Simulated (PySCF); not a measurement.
Excitations are Tamm–Dancoff values on a coarser integration grid. The basis has no diffuse functions, so Rydberg states are missing or too high.

Cartesian coordinates (Å):
```xyz
7

C     -0.9727     0.3883     0.0269
C      0.0366    -0.4620     0.1341
C      1.3840    -0.1016    -0.1744
N      2.4705     0.1697    -0.4173
H     -0.8238     1.4072    -0.3028
H     -1.9798     0.0801     0.2691
H     -0.1146    -1.4817     0.4644
```
Charge 0, spin multiplicity 1.

### Question
Predict the T1 excitation (TDA), S1 excitation (TDA), brightest of the four lowest singlets (TDA), HOMO, LUMO, S1–T1 gap (TDA), HOMO–LUMO gap and dipole moment from TPSSh-D3(BJ)/def2-TZVP // CAM-B3LYP-D3(BJ)/def2-TZVP run with PySCF.

### Answer

- T1 excitation (TDA) = 3.82 eV
- S1 excitation (TDA) = 6.21 eV
- brightest of the four lowest singlets (TDA) = 6.67 eV
- HOMO = -7.81 eV
- LUMO = -2.08 eV
- S1–T1 gap (TDA) = 2.39 eV
- HOMO–LUMO gap = 5.73 eV
- dipole moment = 3.96 D
